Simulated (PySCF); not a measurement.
Gas-phase reaction: 6 SiOF2 → 4 SiF3 + O2 + 2 SiO2

Computed with PySCF (xtb for GFN2) and rigid-rotor harmonic-oscillator thermochemistry at 1 bar. † marks an energy on the PBE0/def2-TZVP geometry and frequencies; other levels use their own. CCSD(T) freezes the core. 6-31G* has spherical d functions here. Open shells (unrestricted): SiF3 (multiplicity 2), O2 (multiplicity 3); the rest are closed-shell singlets. GFN2 has no spin-polarisation term. B3LYP is the form with VWN-RPA correlation. SiOF2: computed as isolated molecules; such fragments, hydroxides, amides, oligomers or adducts are transient or little studied in the gas. CCSD(T) isn't extrapolated to the basis-set limit; its ΔH°(298 K) is 733.3 kJ in def2-SVP and 844.0 kJ in def2-TZVPP. The harmonic model lacks anharmonicity and excited electronic states, which grow with temperature; levels with a mode under 35 cm⁻¹ are left out. Warning, large T1 diagnostic: SiO2 (CCSD(T)/def2-SVP†, CCSD(T)/def2-TZVPP†).

| level | ΔE electronic, kJ | ΔH°(298 K), kJ | ΔS°(298 K), J/K | ΔG°(1600 K), kJ |
|---|---|---|---|---|
| B3LYP/6-31G* | 765 | 755 | 138 | 527 |
| B3LYP/def2-TZVP† | 798 | 789 | 136 | 564 |
| CCSD(T)/def2-SVP† | 743 | 733 | 136 | 508 |
| CCSD(T)/def2-TZVPP† | 854 | 844 | 136 | 619 |
| GFN2-xTB | 1503 | 1491 | 136 | 1266 |
| PBE/def2-SVP | 697 | 689 | 133 | 471 |
| r2SCAN/def2-TZVP† | 767 | 757 | 136 | 532 |
| LDA/def2-TZVP† | 870 | 861 | 136 | 636 |
ΔH° is lowest at PBE/def2-SVP and highest at GFN2-xTB. No reference value is set beside these.
